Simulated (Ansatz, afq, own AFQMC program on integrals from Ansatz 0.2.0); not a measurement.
Where AFQMC and coupled cluster stand for HO, doublet

```yaml
atoms:
  - { symbol: O, position_ang: [0.0000, 0.0000, 0.0000] }
  - { symbol: H, position_ang: [0.0000, 0.0000, 1.0060] }
```

Basis aug-cc-pVDZ. Only valence electrons are correlated. AFQMC by an in-house program on the Cholesky factors that Ansatz 0.2.0 writes for its CCSD(T) run. ph-AFQMC/CISD is guided by a CISD state made of CCSD amplitudes; releasing the constraint for a short imaginary time cuts its bias at the price of noise, slowly where states lie close. ± is one standard error of the sampling.

Determinant: ROHF, the one that the program's search chose, which needn't be the lowest solution. The geometry is a PBE0/def2-TZVPD stationary point of this or a neighbouring charge and spin state.

No full CI on the walks' own integrals is used here; CCSDT(Q) serves as the reference and is uncertain by about the last step of the cluster series.

The T1 diagnostic is 0.0169. The weight of the determinant in the CISD state is 0.945 and the size of the correlated space is 7 electrons in 31 orbitals.

Reference: CCSDT(Q), correlation energy -5.090 eV. The released energy is read at 2.40 1/Eh (meV from the phaseless value at times in 1/Eh: -19 ± 9 at 0.24, -18 ± 8 at 0.51, -17 ± 7 at 0.99, -23 ± 8 at 1.62, -20 ± 12 at 2.40).

```csv
level,E − E(reference) (mEh),share of correlation (%)
HF,187.04,0.00
MP2,19.23,89.72
CCSD,4.15,97.78
CCSD(T),0.63,99.67
CCSDT,0.25,99.87
ph-AFQMC/HF,4.72 ± 1.82,97.48
ph-AFQMC/CISD,0.51 ± 0.27,99.73
released AFQMC,-0.22 ± 0.45,100.12
```

A walk keeps the symmetry of its determinant, which the program's search chose and which needn't be the lowest solution, so a lower state of the same spin and another symmetry isn't excluded. Released energies are given only where the last usable release times agree within the noise; a slower fall can still hide under it.
